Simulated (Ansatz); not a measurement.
in.yaml

```yaml
crystal:
  periodic: [false, false, false]
  atoms:
    - {symbol: O, position_ang: [0.001808, 0.180873, 1.476772]}
    - {symbol: As, position_ang: [0.000974, -0.056213, -0.322544]}
    - {symbol: H, position_ang: [0.048938, -0.647611, 1.825428]}
    - {symbol: H, position_ang: [1.038513, 0.969377, -0.620063]}
    - {symbol: H, position_ang: [-1.188576, 0.985554, -0.671552]}
basis:
  gaussian: {orbitals: cc-pVDZ}
magnetization: {spin_polarized: true, initial_magnetization: 0}
hamiltonian: {xc: hf}
output: {forces: true, orbitals: {seedname: orbitals}}
```

```sh
$ ansatz run in.yaml --threads 1 --pin off --events-out ev --progress --plain --max-ram 2393MiB
```

**Question.** Roughly how long does this take on 1 thread of AMD EPYC, shared host, and how much host memory?

**Answer.** 2.7 s wall and 0.12 GiB.

```
586 factors; integrals over basis functions are off by at most 1.2e-3 eV
mean field evaluation 1: about -62876.9829 eV, gradient 2.2e1 eV
mean field evaluation 2: about -62877.0042 eV, gradient 2.2e1 eV
mean field evaluation 4: about -62878.9383 eV, gradient 1.4e0 eV
mean field evaluation 8: about -62878.9580 eV, gradient 1.4e-3 eV
mean field -62878.95802813 eV, -2310.7590866452 hartree, gradient 2.5e-5 eV, S^2 0.000000; 0 other end points of the search recorded, 0 dependent functions left out
the calculation of the forces begins
reference -62878.95802813 eV, -2310.7590866452 hartree; 22, 22 occupied and 34, 34 virtual orbitals, 586 factors
Total energy: -62878.95802813 eV, -2310.7590866452 hartree
Atom 0 at     0.001808     0.180873     1.476772 Å, force    -0.158557     2.683424    -1.979822 eV/Å
Atom 1 at     0.000974    -0.056213    -0.322544 Å, force    -1.541639     1.084358     0.166903 eV/Å
Atom 2 at     0.048938    -0.647611     1.825428 Å, force     0.129451    -2.929159     1.578043 eV/Å
Atom 3 at     1.038513     0.969377    -0.620063 Å, force     0.418684     0.294600    -0.147512 eV/Å
Atom 4 at    -1.188576     0.985554    -0.671552 Å, force     1.152060    -1.133224     0.382388 eV/Å
Dipole moment:     0.052746    -0.256657    -0.197242 e Å
```

Forces (eV/Å):
```
O   -0.159  2.683 -1.980
As  -1.542  1.084  0.167
H    0.129 -2.929  1.578
H    0.419  0.295 -0.148
H    1.152 -1.133  0.382
```
